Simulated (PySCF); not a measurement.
**A workflow on C3H3N (SMILES C=C=C=N)**

We compute a saddle-point search (PBE-D3(0)/STO-6G), then vibrational wavenumbers, then the intrinsic reaction coordinate (PBE-D3(0)/STO-6G), then the energy (PBE-D3(0)/STO-6G), then a single-point energy (CCSD(T)/DZVP2), then the energy of C3H3N. The job is set up through a Python script.

The results are computed with PySCF 2.14.0.

**1. The system as given**

C3H3N: 7 atoms, total charge 0, spin state singlet. SMILES: `C=C=C=N`. The run starts from this shape.

Bond lengths: C1–C2 1.309 Å, C2–C3 1.271 Å, C3–N4 1.232 Å, C1–H5 1.088 Å, C1–H6 1.088 Å, C3–H7 1.260 Å. Angles: C1–C2–C3 177.6°, C2–C3–N4 173.2°, C2–C1–H5 121.6°, C2–C1–H6 121.8°, C2–C3–H7 126.0°, N4–C3–H7 60.7°, H5–C1–H6 116.6°.

**2. A transition-state search at PBE-D3(0)/STO-6G (density fitting) (run 1)**

File input.py:

```python
from pyscf import gto, dft
from pyscf import df
from pyscf.geomopt.geometric_solver import kernel as optimise

molecule = gto.Mole()
molecule.atom = '''
C       -0.970200       1.187600       0.151400
C       -0.171400       0.177200      -0.082700
C        0.618000      -0.803600      -0.258300
N        1.342100      -1.751000      -0.567800
H       -1.568900       1.635800      -0.638700
H       -1.070400       1.622200       1.143700
H        1.327174      -1.351826       0.627205
'''
molecule.charge = 0
molecule.max_memory = 1860
molecule.basis = 'sto-6g'
molecule.verbose = 3
molecule.build()

ks = dft.RKS(molecule)
ks.xc = 'pbe'
ks = ks.density_fit(auxbasis=df.aug_etb(molecule, beta=2.0))
ks.disp = 'd3zero'
converged, mol_eq = optimise(ks, maxsteps=60, transition=True, hessian=True)
print('converged:', converged)
print(mol_eq.tostring())

ks.reset(mol_eq)
molecule = mol_eq
ks.kernel()
etot = ks.e_tot
print('E(%s) = %.9f' % ('PBE', etot))
```

On the command line:

```console
$ OMP_NUM_THREADS=1 python input.py
```

The program printed:

```text
converged SCF energy = -169.95434848637

WARN: DFTD3 does not support analytical Hessian, using finite difference

WARN: Mole.unit (angstrom) is changed to Bohr

[... 56 lines left out ...]
WARN: Mole.unit (angstrom) is changed to Bohr
[... 24 lines left out ...]
Zero-point vibrational energy:                                   28.1928 kcal/mol
[... 74 lines left out ...]
converged SCF energy = -169.956393378136
[... 129 lines left out ...]
converged SCF energy = -169.953006597907
[... 129 lines left out ...]
converged SCF energy = -169.958941178115
[... 118 lines left out ...]
Converged! =D
[... 1 line left out ...]
converged: True
C          -0.92772310        1.10977017        0.08366011
C          -0.28079245        0.15358200       -0.60941683
C           0.66736433       -0.81750163       -0.25302113
N           1.50308761       -1.82985731       -0.44452963
H          -1.64900985        1.77408883       -0.42614726
H          -0.80248628        1.30641021        1.16690521
H           1.14013607       -1.02598642        0.81067162
converged SCF energy = -169.959352142974
E(PBE) = -169.959352143
```

Run time: 60 s. Hardware: 1 thread of Arm Neoverse V2, shared host; peak memory 0.44 GiB.

Step by step:

| step | energy from the first frame kept (eV) | largest force (eV/Å) |
| --- | --- | --- |
| 0 | 0.0000 | 9.8599 |
| 1 | -0.0454 | 8.6878 |
| 2 | -0.0736 | 7.2165 |
| 3 | -0.0556 | 5.4643 |
| 4 | 0.0322 | 3.5761 |
| 5 | 0.0869 | 2.2448 |
| 6 | 0.0932 | 1.7111 |
| 7 | 0.0724 | 1.2350 |
| 8 | 0.0365 | 0.9681 |
| 9 | -0.0072 | 0.9643 |
| 10 | -0.0486 | 0.8527 |
| 11 | -0.0856 | 0.6611 |
| 12 | -0.1097 | 0.5092 |
| 13 | -0.1250 | 0.3585 |
| 14 | -0.1348 | 0.1488 |
| 15 | -0.1361 | 0.0591 |
| 16 | -0.1361 | 0.0267 |
| 17 | -0.1362 | 0.0060 |

After the run. Bond lengths: C1–C2 1.347 Å, C2–C3 1.403 Å, C3–N4 1.327 Å, C1–H5 1.105 Å, C1–H6 1.108 Å, C3–H7 1.183 Å. Angles: C1–C2–C3 133.3°, C2–C3–N4 156.5°, C2–C1–H5 120.2°, C2–C1–H6 125.1°, C2–C3–H7 128.4°, N4–C3–H7 75.1°, H5–C1–H6 114.7°.

**3. Vibrational wavenumbers at PBE-D3(0)/STO-6G (density fitting) (run 2)**

File job.py:

```python
# C=C=C=N
import numpy
from pyscf import gto, dft, symm
from pyscf import df
from pyscf.hessian import thermo

molecule = gto.M(
    atom='''
C       -1.177087       1.452845       0.347807
C       -0.530156       0.496657      -0.345270
C        0.418000      -0.474427       0.011126
N        1.253724      -1.486782      -0.180383
H       -1.898374       2.117164      -0.162000
H       -1.051850       1.649485       1.431052
H        0.890772      -0.682911       1.074819
''',
    basis='sto-6g',
    spin=0,
    verbose=4,
    max_memory=1860,
)

mf = dft.RKS(molecule, xc='pbe')
mf = mf.density_fit(auxbasis=df.aug_etb(molecule, beta=2.0))
mf.disp = 'd3zero'
mf.kernel()

e_tot = mf.e_tot
print('Final energy', e_tot)
hess = mf.Hessian().kernel()
modes = thermo.harmonic_analysis(molecule, hess)
print('frequencies (1/cm)', numpy.round(modes['freq_wavenumber'], 1))
symm.geom.TOLERANCE = 1e-3  # for the symmetry number
th = thermo.thermo(mf, modes['freq_au'], 200, 101325)
thermo.dump_thermo(molecule, th)
```

On the command line:

```console
$ OMP_NUM_THREADS=1 python job.py
```

The program printed:

```text
PySCF version 2.14.0

[... 90 lines left out ...]
converged SCF energy = -169.959352142868
Final energy -169.9593521428684
[... 3 lines left out ...]
WARN: DFTD3 does not support analytical Hessian, using finite difference
[... 1 line left out ...]
WARN: Mole.unit (angstrom) is changed to Bohr
[... 349 lines left out ...]
Gibbs free energy [Eh] -169.93129
```

Wall time 13 s (1 thread of Arm Neoverse V2, shared host); peak memory 0.42 GiB.

**4. A reaction path at PBE-D3(0)/STO-6G (density fitting, path step 0.1 bohr*amu^0.5) (run 3)**

File job.py:

```python
# C=C=C=N
import numpy
from pyscf import gto, dft
from pyscf import df
from pyscf.hessian import thermo

mol = gto.M(
    atom='''
C       -0.927723       1.109770       0.083660
C       -0.280792       0.153582      -0.609417
C        0.667364      -0.817502      -0.253021
N        1.503088      -1.829857      -0.444530
H       -1.649010       1.774089      -0.426147
H       -0.802486       1.306410       1.166905
H        1.140136      -1.025986       0.810672
''',
    max_memory=1860,
    charge=0,
    verbose=3,
    basis='sto-6g',
)

mf = dft.RKS(mol)
mf.xc = 'pbe'
mf = mf.density_fit(auxbasis=df.aug_etb(mol, beta=2.0))
mf.disp = 'd3zero'
mf.kernel()
modes = thermo.harmonic_analysis(mol, mf.Hessian().kernel())
print('lowest modes (1/cm)', numpy.round(modes['freq_wavenumber'][:3], 1))
w = numpy.sqrt(mol.atom_mass_list(isotope_avg=True))[:, None]
mode = modes['norm_mode'][0] * w
mode /= numpy.linalg.norm(mode)
scanner = mf.nuc_grad_method().as_scanner()
x_ts, e_ts, ds = mol.atom_coords() * w, mf.e_tot, 0.1  # mass-weighted, bohr amu^1/2
path = []
for sign in (1, -1):
    x, e_old = x_ts + sign * ds * mode, e_ts
    for k in range(1, 13):
        e, g = scanner(mol.set_geom_(x / w, unit='bohr', inplace=False))
        if e > e_old:
            break
        path.append((sign * k * ds, e, x / w, g))
        d1 = -g / w / numpy.linalg.norm(g / w)
        g2 = scanner(mol.set_geom_((x + 0.5 * ds * d1) / w, unit='bohr', inplace=False))[1] / w  # midpoint rule
        x, e_old = x - ds * g2 / numpy.linalg.norm(g2), e
path.sort(key=lambda p: p[0])
print('s (bohr amu^1/2)   E - E(TS) (kcal/mol)')
for s, e, x, g in path:
    print('%7.2f %10.3f' % (s, (e - e_ts) * 627.5095))
for s, e, x, g in (path[0], path[-1]):
    print('end at s = %.2f' % s)
    print(mol.set_geom_(x, unit='bohr', inplace=False).tostring())
```

On the command line:

```console
$ OMP_NUM_THREADS=1 python job.py
```

The program printed:

```text
converged SCF energy = -169.959352142868

WARN: DFTD3 does not support analytical Hessian, using finite difference

WARN: Mole.unit (angstrom) is changed to Bohr

lowest modes (1/cm) [  0. +1259.4j 209.3   +0.j  247.4   +0.j ]

WARN: Mole.unit (angstrom) is changed to bohr

[... 70 lines left out ...]
converged SCF energy = -169.96219127214
[... 123 lines left out ...]
WARN: Mole.unit (angstrom) is changed to bohr
[... 113 lines left out ...]
converged SCF energy = -169.973726623795
[... 123 lines left out ...]
WARN: Mole.unit (angstrom) is changed to bohr
[... 113 lines left out ...]
converged SCF energy = -169.98740523698
[... 130 lines left out ...]
WARN: Mole.unit (angstrom) is changed to bohr
[... 10 lines left out ...]
WARN: Mole.unit (angstrom) is changed to bohr

C          -0.92570185        1.10898119        0.08844983
C          -0.29583120        0.16500034       -0.62771045
C           0.71400201       -0.85474634       -0.20207450
N           1.49950113       -1.83765346       -0.48266543
H          -1.65386665        1.77624885       -0.43683596
H          -0.80662233        1.31695164        1.18613274
H           0.79859249       -0.61329366        0.88524640
```

It took 2.2 min on 1 thread of Arm Neoverse V2, shared host; peak memory 0.42 GiB.

The path in brief:

| step | energy from the first frame kept (eV) | largest force (eV/Å) |
| --- | --- | --- |
| 0 | 0.0000 | 3.2148 |
| 1 | 0.1753 | 3.3295 |
| 2 | 0.3538 | 3.4021 |
| 3 | 0.5306 | 3.3796 |
| 4 | 0.7008 | 3.2547 |
| 5 | 0.8591 | 3.0262 |
| 6 | 1.0007 | 2.7000 |
| 7 | 1.1218 | 2.2934 |
| 8 | 1.2197 | 1.8311 |
| 9 | 1.2934 | 1.3431 |
| 10 | 1.3435 | 0.8571 |
| 11 | 1.3716 | 0.3978 |
| 12 | 1.3726 | 0.3648 |
| 13 | 1.3519 | 0.6523 |
| 14 | 1.3212 | 0.8684 |
| 15 | 1.2835 | 1.0222 |
| 16 | 1.2414 | 1.1199 |
| 17 | 1.1974 | 1.1655 |
| 18 | 1.1535 | 1.1636 |
| 19 | 1.1116 | 1.1148 |
| 20 | 1.0735 | 1.0211 |
| 21 | 1.0406 | 0.8955 |
| 22 | 1.0121 | 0.7565 |
| 23 | 0.9891 | 0.7410 |

**5. A single-point energy at PBE-D3(0)/STO-6G (density fitting) (run 4)**

File calc.py:

```python
from pyscf import gto, dft
from pyscf import df

mol = gto.M(
    atom='''
C   -0.970200   1.187600   0.151400
C   -0.171400   0.177200  -0.082700
C    0.618000  -0.803600  -0.258300
N    1.342100  -1.751000  -0.567800
H   -1.568900   1.635800  -0.638700
H   -1.070400   1.622200   1.143700
H    1.882100  -2.136400   0.206800
''',
    charge=0,
    max_memory=1860,
    spin=0,
    verbose=4,
    basis='sto-6g',
)

myscf = dft.RKS(mol)
myscf.xc = 'pbe'
myscf = myscf.density_fit(auxbasis=df.aug_etb(mol, beta=2.0))
myscf.disp = 'd3zero'
myscf.kernel()

energy = myscf.e_tot
print('E(%s) = %.9f' % ('PBE', energy))
```

On the command line:

```console
$ OMP_NUM_THREADS=1 python calc.py
```

The program printed:

```text
PySCF version 2.14.0

[... 86 lines left out ...]
converged SCF energy = -170.049984869003
E(PBE) = -170.049984869
```

It took 2.8 s on 1 thread of Arm Neoverse V2, shared host; peak memory 0.19 GiB.

**6. A single-point energy at CCSD(T)/DZVP2 (run 5)**

File input.xyz:

```xyz
7
C3H3N
C     -0.927723     1.109770     0.083660
C     -0.280792     0.153582    -0.609417
C      0.667364    -0.817502    -0.253021
N      1.503088    -1.829857    -0.444530
H     -1.649010     1.774089    -0.426147
H     -0.802486     1.306410     1.166905
H      1.140136    -1.025986     0.810672
```

File calc.py:

```python
from pyscf import gto, scf, cc

system = gto.Mole()
system.atom = 'input.xyz'
system.verbose = 4
system.basis = 'dzvp2'
system.max_memory = 1860
system.build()

mf = scf.RHF(system)
mf.kernel()

mycc = cc.CCSD(mf)
mycc.kernel()
e_t = mycc.ccsd_t()
e_final = mycc.e_tot + e_t
print('E = %.10f Eh' % e_final)
```

On the command line:

```console
$ OMP_NUM_THREADS=1 python calc.py
```

The program printed:

```text
PySCF version 2.14.0

[... 69 lines left out ...]
converged SCF energy = -169.548358798276
[... 11 lines left out ...]
Init t2, MP2 energy = -170.134032108179  E_corr(MP2) -0.585673309902801
[... 15 lines left out ...]
CCSD converged
[... 2 lines left out ...]
E = -170.1979037297 Eh
```

Run time: 26 s. Hardware: 1 thread of Arm Neoverse V2, shared host; peak memory 0.33 GiB.

**7. The energy at CCSD(T)/DZVP2 (run 6)**

File geometry.xyz:

```xyz
7

C     -0.970200     1.187600     0.151400
C     -0.171400     0.177200    -0.082700
C      0.618000    -0.803600    -0.258300
N      1.342100    -1.751000    -0.567800
H     -1.568900     1.635800    -0.638700
H     -1.070400     1.622200     1.143700
H      1.882100    -2.136400     0.206800
```

File job.py:

```python
from pyscf import gto, cc

mol = gto.M(
    atom='geometry.xyz',
    charge=0,
    max_memory=1860,
    verbose=4,
    basis='dzvp2',
)

mf = mol.RHF()
mf.kernel()

mycc = cc.CCSD(mf)
mycc.kernel()
e_t = mycc.ccsd_t()
e_tot = mycc.e_tot + e_t
print('E = %.10f Eh' % e_tot)
```

On the command line:

```console
$ OMP_NUM_THREADS=1 python job.py
```

The program printed:

```text
PySCF version 2.14.0

[... 63 lines left out ...]
converged SCF energy = -169.7066193592
[... 11 lines left out ...]
Init t2, MP2 energy = -170.239628087934  E_corr(MP2) -0.5330087287345
[... 14 lines left out ...]
CCSD converged
[... 2 lines left out ...]
E = -170.2895316354 Eh
```

Run time: 25 s. Hardware: 1 thread of Arm Neoverse V2, shared host; peak memory 0.34 GiB.

**8. What came out**

| quantity | value |
| --- | --- |
| run 1, PBE-D3(0)/STO-6G: total energy at the end | -169.95935 Eh |
| run 1, PBE-D3(0)/STO-6G: dipole moment | 2.12 D |
| run 1, PBE-D3(0)/STO-6G: HOMO energy | -3.02 eV |
| run 1, PBE-D3(0)/STO-6G: LUMO energy | -1.04 eV |
| run 1, PBE-D3(0)/STO-6G: HOMO–LUMO gap | 1.98 eV |
| run 1, PBE-D3(0)/STO-6G: dispersion energy | -2.62 kJ/mol |
| run 2, PBE-D3(0)/STO-6G: lowest harmonic wavenumber | 1259i cm⁻¹ (imaginary) |
| run 2, PBE-D3(0)/STO-6G: highest harmonic wavenumber | 3386 cm⁻¹ |
| run 3, PBE-D3(0)/STO-6G: energy at the saddle point | -169.95935 Eh |
| run 4, PBE-D3(0)/STO-6G: total energy | -170.04998 Eh |
| run 4, PBE-D3(0)/STO-6G: dipole moment | 1.61 D |
| run 4, PBE-D3(0)/STO-6G: HOMO energy | -3.35 eV |
| run 4, PBE-D3(0)/STO-6G: LUMO energy | -0.58 eV |
| run 4, PBE-D3(0)/STO-6G: HOMO–LUMO gap | 2.76 eV |
| run 4, PBE-D3(0)/STO-6G: dispersion energy | -2.20 kJ/mol |
| run 5, CCSD(T)/DZVP2: total energy | -170.19790 Eh |
| run 5, CCSD(T)/DZVP2: dipole moment (Hartree–Fock density) | 2.95 D |
| run 5, CCSD(T)/DZVP2: HOMO energy (Hartree–Fock orbitals) | -8.50 eV |
| run 5, CCSD(T)/DZVP2: LUMO energy (Hartree–Fock orbitals) | 0.55 eV |
| run 5, CCSD(T)/DZVP2: HOMO–LUMO gap (Hartree–Fock orbitals) | 9.05 eV |
| run 5, CCSD(T)/DZVP2: correlation energy | -649.5 mEh |
| run 5, CCSD(T)/DZVP2: (T) correction | -41.48 mEh |
| run 5, CCSD(T)/DZVP2: T1 diagnostic | 0.053 |
| run 6, CCSD(T)/DZVP2: total energy | -170.28953 Eh |
| run 6, CCSD(T)/DZVP2: dipole moment (Hartree–Fock density) | 2.37 D |
| run 6, CCSD(T)/DZVP2: HOMO energy (Hartree–Fock orbitals) | -9.58 eV |

**Reading.** 1 mode is imaginary (lowest 1259i cm⁻¹): a first-order saddle point, unless the integration grid spoils the Hessian. Mulliken charges (run 2, PBE-D3(0)/STO-6G) run from -0.18 on C1 to +0.21 on H7. The T1 diagnostic (run 5, CCSD(T)/DZVP2) of 0.053 is above the customary mark for such species, so a single reference may not serve. Mulliken charges (run 5, CCSD(T)/DZVP2) of the mean-field density run from -0.22 on C2 to +0.21 on H7; they depend strongly on the basis. The triples (run 5, CCSD(T)/DZVP2) make up 6.4 % of the correlation energy. Mulliken charges (run 6, CCSD(T)/DZVP2) of the mean-field density run from -0.36 on N4 to +0.23 on H7; they depend strongly on the basis.
